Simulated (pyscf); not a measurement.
PySCF, gas phase, ωB97X-D3(BJ)/def2-SVP geometries.

Q: For the elementary gas-phase step F–Mo(F)(F)(F)=S + hydrogen (H₂) -> F–MoH(F)(F)=S + hydrogen fluoride (HF) (singlet surface; F–Mo, H–H broken, H–Mo, F–H formed), what barrier and reaction energy does ωB97M-D3(BJ)/def2-TZVP give, measured from the separated reactants?

A: ΔE‡ = 39.3 kcal/mol, ΔE = +19.3 kcal/mol. Zero-point energy shifts the barrier by +2.8 kcal/mol. It is a four-centre exchange, with an imaginary mode of 952i cm⁻¹. One saddle was located; it need not be the lowest between these sides. Elements past Kr carry the def2 core potentials, without spin-orbit coupling.
